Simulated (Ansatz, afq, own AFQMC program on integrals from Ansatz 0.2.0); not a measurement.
Integrals from Ansatz 0.2.0, then the random walk in our own AFQMC program (afq).

```yaml
crystal:
  periodic: [false, false, false]
  atoms:
    - {symbol: B, position_ang: [-0.445806, 0.000000, 0.512562]}
    - {symbol: O, position_ang: [0.284296, 0.000000, -0.437208]}
    - {symbol: H, position_ang: [0.268905, 0.000000, 1.442309]}
basis:
  gaussian: {orbitals: cc-pVDZ}
magnetization: {spin_polarized: true, initial_magnetization: 0}
correlation: {method: ccsd_t, electrons: outside_noble_gas, hamiltonian_folder: ham}
```

```sh
$ ansatz run in.yaml --threads 1 --pin off --events-out ev --progress --plain --max-ram 1382MiB
```

Options of the walk:

```
--method phaseless --trial cisd --walkers 100 --populations 1 --least-time 40 --time-step 0.005 --steps-per-block 50 --equilibration-blocks 28 --max-blocks 300 --target-error 0.00038 --factor-cut 1e-05 --start spin_pure --seed 5617 --release-times 0.24,0.51,0.99,1.62,2.4 --release-step 0.03 --release-every 4 --taylor-order 6
```

Times are imaginary, in 1/Eh. The walk had a cap of 512 s.

afq prints:

```
orbitals 31  electrons 5 5  factors 233 of 302
reference energy -100.08988031 Eh
CCSD correlation -0.28917319 Eh in 12 cycles, weight of the determinant in the CISD state 0.8825
energy of the start -100.379054 Eh
 block  time / (1/Eh)  mean weight  energy / Eh
     1     0.250  1.0007  -100.377562
     2     0.500  1.0001  -100.379627
     3     0.750  0.9977  -100.384252
     4     1.000  0.9998  -100.383288
     5     1.250  0.9985  -100.387921
     7     1.750  0.9998  -100.391179
     9     2.250  1.0006  -100.388948
    15     3.750  1.0001  -100.386470
    29     7.250  0.9988  -100.388602
    43    10.750  1.0006  -100.387696
    57    14.250  1.0003  -100.386913
    71    17.750  1.0028  -100.393444
    85    21.250  0.9990  -100.381571
    99    24.750  0.9986  -100.409553
   113    28.250  1.0016  -100.388210
   127    31.750  0.9990  -100.388277
   141    35.250  0.9995  -100.395299
   155    38.750  1.0012  -100.396168
   169    42.250  0.9979  -100.381653
   183    45.750  1.0001  -100.387523
   197    49.250  1.0001  -100.379494
   211    52.750  1.0018  -100.388628
   225    56.250  1.0003  -100.391413
   239    59.750  0.9976  -100.392038
   253    63.250  0.9996  -100.388753
   267    66.750  0.9997  -100.396262
   281    70.250  0.9994  -100.384511
   295    73.750  0.9994  -100.395564
   309    77.250  1.0022  -100.393615
   316    79.000  1.0011  -100.393562
blocks merged  error / Eh  count
     1  0.000406  289
     2  0.000480  144
     4  0.000495  72
     8  0.000560  36
    16  0.000659  18
    32  0.000496  9
released: time / (1/Eh)  energy / Eh  error  mean overlap
  0.24  -100.391746  0.000792  1.0044
  0.51  -100.391753  0.000671  0.9999
  0.99  -100.391549  0.000490  1.0073
  1.62  -100.391782  0.000699  1.0016
  2.40  -100.390972  0.000880  1.0323
energy -100.391406 +/- 0.000659 Eh
(rows thinned)
```

The run passed its tests (sampling time, drift between the halves within three errors, error under three times the target), which doesn't prove that it has relaxed, ending at its cap on processor time.

Against this walk (error 17.9 meV) on the same determinant: CCSD(T) 20.0 meV higher (within the noise), CCSDT(Q) 34.0 meV lower (within the noise). The error is statistical and leaves out the bias of the constraint. Released to 2.40 1/Eh the energy moves by 12 ± 30 meV (both errors), within twice the noise.

Cautions: constraint bias not in the error; error above the target (17.9 against 10.3 meV); higher spins were not checked; an unrestricted solution with more broken spin lies lower (113 meV, ⟨S²⟩ 0.38), while this determinant keeps restricted orbitals; raised T1 diagnostic (T1 0.026, weight of the determinant 0.88, largest double 0.13); the bias of populations of 100 walkers isn't removed.

The walk took 8.6 min on 1 thread of Arm Neoverse V1, with other jobs on the host. The log's last line is the phaseless energy.

CCSDT and higher add their correlation energy to the determinant of the CCSD(T) run, since their own runs factorise the integrals more tightly (a shift of under 2 meV). A walk keeps the symmetry of its determinant, which the program's search chose and which needn't be the lowest solution, so a lower state of the same spin and another symmetry isn't excluded.
